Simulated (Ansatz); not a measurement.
Born–Oppenheimer molecular dynamics of AlH$_{6}$NO (9 atoms, charge 0, multiplicity 1). It starts at the highest image of a converged band, a first-order saddle point between two minima.

The calculation used RKS B3LYP-D4/def2-SVP in Ansatz 0.2.0.

* ensemble: NVE (velocity Verlet)
* time step: 0.5 fs
* steps asked: 200
* starting velocities drawn for: 300 K
* seed: 8737

First frame:

```xyz
9
Properties=species:S:1:pos:R:3
Al 0.073 0.331 0.037
O -0.186 -0.015 1.927
H -1.006 -0.359 2.306
H 1.476 -0.235 -0.433
H -1.293 0.045 -0.728
N 0.140 2.087 0.816
H 1.023 2.595 0.877
H -0.591 2.767 0.603
H -0.137 1.110 1.865
```

Task: How far do the bonds stretch over the last three quarters of this one trajectory? (Pairs bonded in most of those frames.)

Result: 
| bond | mean (Å) | spread (Å) | shortest | longest |
| --- | --- | --- | --- | --- |
| Al1–O2 | 1.741 | 0.035 | 1.69 | 1.81 |
| Al1–H4 | 1.610 | 0.050 | 1.53 | 1.69 |
| Al1–H5 | 1.599 | 0.049 | 1.52 | 1.67 |
| Al1–N6 | 2.229 | 0.114 | 2.01 | 2.36 |
| O2–H3 | 0.965 | 0.021 | 0.93 | 1.00 |
| N6–H7 | 1.028 | 0.034 | 0.97 | 1.09 |
| N6–H8 | 1.031 | 0.036 | 0.97 | 1.10 |
| N6–H9 | 1.034 | 0.052 | 0.94 | 1.13 |

Mean temperature of the second half: 601 K. The conserved energy stayed within 0.36 meV per atom of its start (net change 0.013 meV per atom), so the integration is sound. The kinetic energy rose, since the run started high on the potential surface and went downhill. A run of 0.1 ps of so small a system gives no equilibrium averages. The orbitals stay closed-shell, which can raise the energy where a bond breaks towards radicals; this wasn't checked here.

Time of the run: 12 min on 1 thread of Arm Neoverse N1, with other jobs on the host, peak memory 0.13 GiB.
